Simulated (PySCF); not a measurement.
Silicon: a sound run and one with changed settings

Sound run: Si [Ne] 3s2 3p2, Si⁺ [Ne] 3s2 3p1. Calculation: PySCF 2.14, in cc-pVDZ-DK (4s3p1d, 18 functions); scalar relativity by spin-free X2C-1e. In the sound run the correlated levels freeze [Ne]. The sound run starts from symmetry-adapted Hartree-Fock orbitals and uses a fine grid where one is needed.

Changed run: all electrons correlated in a basis built for the valence shell.

```json
{"species": "Si", "method": "MP2", "sound run (hartree)": "-289.49698", "changed run (hartree)": "-289.50236", "converged": "yes"}
{"species": "Si", "method": "CCSD(T)", "sound run (hartree)": "-289.51699", "changed run (hartree)": "-289.52216", "converged": "yes"}
{"species": "Si⁺", "method": "MP2", "sound run (hartree)": "-289.20633", "changed run (hartree)": "-289.21176", "converged": "yes"}
{"species": "Si⁺", "method": "CCSD(T)", "sound run (hartree)": "-289.22527", "changed run (hartree)": "-289.23057", "converged": "yes"}
```

Ionisation energy of Si:

```csv
method,sound run (eV),changed run (eV)
UHF,7.632,7.632
MP2,7.909,7.908
SCS-MP2,7.837,7.835
CCSD,7.928,7.925
CCSD(T),7.938,7.934
```

A valence basis has no tight correlating functions, so it recovers only part of the core correlation, and not evenly between atom and ion.

For comparison, NIST gives 8.152 eV between the lowest levels.
